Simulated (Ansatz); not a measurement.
Reaction (hydrogenolysis of a Mg–S bond): `[SH][Mg][SH]` + H₂ → `[MgH][SH]` + H₂S

Isolated molecules relaxed with PBE0-D4/def2-TZVP in Ansatz; ΔE leaves out vibrations. CBS: MP2 limit from def2 TZ/QZ plus the TZ coupled-cluster correction, frozen cores. This one scheme is used for every species. DFT in def2-TZVPP. HSE06 is defined as in plane-wave codes. For Mg outer-core shells are correlated without core-valence functions, which leaves a few kJ/mol of doubt a bond. One conformer a species, not always the lowest.

```tsv
species	HSE06-D4 energy (Eh)
`[SH][Mg][SH]`	-997.37762
H₂	-1.16802
`[MgH][SH]`	-599.24846
H₂S	-399.25509
```

(1) Work out ΔE.

Largest T1 diagnostic among the species: 0.009.

## Answers

(1) ΔE = (-599.24846) + (-399.25509) − (-997.37762) − (-1.16802) = 0.04209 Eh = +110.5 kJ/mol. CCSD(T)/CBS gives +116.8 kJ/mol.

Leaving LDA and LC-ωPBE aside and taking each functional with its dispersion term where it has one, the values, not all of them listed here, spread over 25.3 kJ/mol, from B97M-V to r2SCAN-D4. LDA lies −4.8 kJ/mol from PBE without D4. At CCSD(T), def2-SVP lies −9.7 kJ/mol from the extrapolated value and def2-TZVPP −8.3 kJ/mol.
